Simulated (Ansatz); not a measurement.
# How far each method lies from full CI for [OH···H···H], doublet

Geometry: a point of a hydrogen-transfer path between rigid fragments, not a stationary point.

```csv
atom,x (Å),y (Å),z (Å)
O,-0.1606,-0.0491,0.0000
H,-0.4099,0.8775,0.0000
H,0.9364,-0.0491,0.0000
H,2.0234,-0.0491,0.0000
```

Basis 6-31G; Ansatz 0.2.0. Only valence electrons are correlated (noble-gas cores frozen), which leaves 9 electrons in 14 orbitals. Prefix R: restricted or restricted open-shell reference; prefix U: unrestricted. Active spaces: valence = (9e, 7o) chosen from the atoms' valence shells; pair = (3e, 3o) about the gap.

Full CI is exact within this basis and frozen core; it isn't the basis-set limit. The frozen core follows each run's orbitals, which can shift R against U totals by a few meV.

For open shells CISD and CISDTQ are restricted-active-space CI with the open shells as a complete middle space.

```
UHF ⟨S²⟩                          : 0.780
T1 diagnostic (RCCSD)             : 0.0270
largest doubles amplitude (RCCSD) : 0.053
T1 diagnostic (UCCSD)             : 0.0145
```

```tsv
level	E − E(full CI) (meV)	share of correlation (%)	wall time
RHF	4113	0.00	–
UHF	3935	4.33	–
RMP2	300	92.72	–
UMP2	333	91.91	–
CISD	248	93.96	0.33 s
RCCSD	61	98.50	–
UCCSD	57	98.60	–
RCCSD(T)	20	99.51	0.36 s
UCCSD(T)	18	99.56	0.33 s
BCCD(T)	19	99.54	0.45 s
RCCSDT	14	99.65	–
UCCSDT	14	99.67	–
CISDTQ	7	99.83	1.6 s
RCCSDT(Q)	-1	100.02	2.3 s
UCCSDT(Q)	0	100.01	2.1 s
RCCSDTQ	0	99.99	17 s
UCCSDTQ	0	99.99	18 s
CASSCF (pair space)	3280	20.26	–
NEVPT2 (pair space)	177	95.69	0.18 s
MRCISD (pair space)	172	95.82	–
MRCISD+Q (pair space)	53	98.71	0.3 s
CASSCF (valence space)	2327	43.41	–
NEVPT2 (valence space)	324	92.12	0.48 s
MRCISD (valence space)	88	97.86	–
MRCISD+Q (valence space)	28	99.31	0.9 s
MRCISD+Q(relaxed) (valence space)	5	99.88	1.1 s
```

The correlation energy at full CI, counted from RHF, is -4.113 eV. That run took 8 s on 1 thread of Arm Neoverse V1, shared host over 1,003,332 determinants.

Times hold each run's SCF and search for its determinant on a shared host, so for small cases they say little of a method's own cost; they ran on 1 thread of Arm Neoverse V1.

The full-CI state has the irrep A' of Cs, in the program's axes.

Natural occupations of full CI about the gap: 1.988 1.980 1.969 1.957 1.002 0.035 0.028 0.019 0.012 0.003; effectively unpaired electrons, Σ n²(2−n)², 1.02.
